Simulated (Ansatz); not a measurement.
Cost and result for the atomization energy of C7H16 (`CCC(C)C(C)C`) (23 atoms, 22 bonds).

Cartesian coordinates in Å:
```
C 2.042 0.903 0.736
C 1.034 -0.090 1.294
C 0.077 -0.701 0.264
C 0.835 -1.604 -0.703
C -0.776 0.344 -0.472
C -1.784 -0.308 -1.410
C -1.504 1.273 0.491
H 1.553 1.779 0.303
H 2.665 0.455 -0.043
H 2.710 1.258 1.523
H 0.456 0.392 2.088
H 1.573 -0.912 1.778
H -0.623 -1.335 0.828
H 1.445 -1.022 -1.400
H 1.504 -2.277 -0.160
H 0.162 -2.224 -1.297
H -0.099 0.954 -1.086
H -2.447 -0.983 -0.857
H -2.411 0.448 -1.890
H -1.305 -0.886 -2.201
H -0.818 1.869 1.096
H -2.148 1.967 -0.055
H -2.141 0.701 1.174
```

The species carries charge 0 and has multiplicity 1. Geometry: relaxed with PBE0-D4/def2-TZVP. It is one conformer, not always the lowest. Program: Ansatz. All runs use 3 threads of an AMD EPYC 7R13 on a shared host and a share of an NVIDIA H100 80 GB. Times are those of one run each, without the atoms' runs, and a repeat can differ threefold. Electronic energies, without spin–orbit coupling; frozen cores. CCSD(T)/CBS adds CCSD(T) − MP2 in def2-TZVPP to the MP2 limit, and its time is that of the two runs behind it. T1 = 0.009. B3LYP takes the VWN-RPA correlation (the form of Gaussian; ORCA's B3LYP/G).

CCSD(T)/CBS is a level of theory with its own doubt, some kJ/mol a heavy atom from the limit and from the frozen cores, so smaller differences don't rank the functionals.

```tsv
level	functions	wall time
PBE-D4/def2-TZVPP (with forces)	441	4.6 s
r2SCAN-D4/def2-TZVPP (with forces)	441	5.5 s
PBE0-D4/def2-TZVPP	441	6 s
B3LYP-D4/def2-TZVPP (with forces)	441	7 s
ωB97X-V/def2-TZVPP	441	9 s
B2PLYP/def2-TZVPP	441	11 s
ωB97M-V/def2-TZVPP (with forces)	441	13 s
MP2/def2-QZVPP	879	29 s
CCSD(T)/def2-TZVPP	441	55 s
CCSD(T)/CBS(def2)	–	84 s
```

**Question.** What atomization energy does each give, and how far from CCSD(T)/CBS? (An estimate is asked.)

**Answer.** Computed: 
```json
{"level": "PBE-D4/def2-TZVPP (with forces)", "atomization (kcal/mol)": "2218.4", "difference from CCSD(T)/CBS": "33.5", "per bond": "1.5"}
{"level": "r2SCAN-D4/def2-TZVPP (with forces)", "atomization (kcal/mol)": "2188.1", "difference from CCSD(T)/CBS": "3.2", "per bond": "0.1"}
{"level": "PBE0-D4/def2-TZVPP", "atomization (kcal/mol)": "2199.1", "difference from CCSD(T)/CBS": "14.2", "per bond": "0.6"}
{"level": "B3LYP-D4/def2-TZVPP (with forces)", "atomization (kcal/mol)": "2186.0", "difference from CCSD(T)/CBS": "1.1", "per bond": "0.0"}
{"level": "ωB97X-V/def2-TZVPP", "atomization (kcal/mol)": "2187.0", "difference from CCSD(T)/CBS": "2.1", "per bond": "0.1"}
{"level": "B2PLYP/def2-TZVPP", "atomization (kcal/mol)": "2163.1", "difference from CCSD(T)/CBS": "-21.8", "per bond": "-1.0"}
{"level": "ωB97M-V/def2-TZVPP (with forces)", "atomization (kcal/mol)": "2190.1", "difference from CCSD(T)/CBS": "5.2", "per bond": "0.2"}
{"level": "MP2/def2-QZVPP", "atomization (kcal/mol)": "2183.1", "difference from CCSD(T)/CBS": "-1.8", "per bond": "-0.1"}
{"level": "CCSD(T)/def2-TZVPP", "atomization (kcal/mol)": "2142.1", "difference from CCSD(T)/CBS": "-42.8", "per bond": "-1.9"}
{"level": "CCSD(T)/CBS(def2)", "atomization (kcal/mol)": "2184.9", "difference from CCSD(T)/CBS": "0.0", "per bond": "0.0"}
```

In def2-TZVPP, CCSD(T) changes the Hartree–Fock value by +478.0 kcal/mol (the triples alone add +24.0 kcal/mol) and MP2 by +493.9 kcal/mol; breaking electron pairs costs correlation energy, which Hartree–Fock lacks. The D4 term adds +19.2 kcal/mol with B3LYP and +10.4 kcal/mol with PBE0; it sums over pairs of atoms, weighted by their polarisabilities, and B3LYP, whose exchange is more repulsive, gets the larger term. From PBE to PBE0 (25 % exact exchange), in def2-TZVPP and without D4, the atomization energy moves by −17.4 kcal/mol: exact exchange takes away binding that semilocal exchange gives to molecules.
